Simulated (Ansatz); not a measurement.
Isomers of CH₇BSi, relaxed with PBE0-D4/def2-TZVP in Ansatz; electronic energies, one conformer each and not always the lowest. Functionals use def2-TZVPP; CBS adds triple-zeta CCSD(T) − MP2 to the MP2 limit of def2-TZVPP and def2-QZVPP.

Q: Order them by energy at frozen-core CCSD(T)/CBS, lowest first. (An estimate is asked.)
A. `CB[SiH3]`
B. `BC[SiH3]`
C. `B[SiH2]C`

A: B (0.0 kcal/mol), A (7.6 kcal/mol), C (10.8 kcal/mol).

Q: How do PBE-D4, B3LYP, r2SCAN-D4, PBE0-D4 place them (kcal/mol, against `BC[SiH3]`)? (Best estimate.)

A: Ansatz gave: 
```tsv
isomer	PBE-D4	B3LYP	r2SCAN-D4	PBE0-D4
`CB[SiH3]`	5.3	6.3	6.7	6.0
`B[SiH2]C`	10.1	10.4	10.9	10.3
```

B3LYP here is the variant with VWN-RPA as its local correlation; programs differ in this.
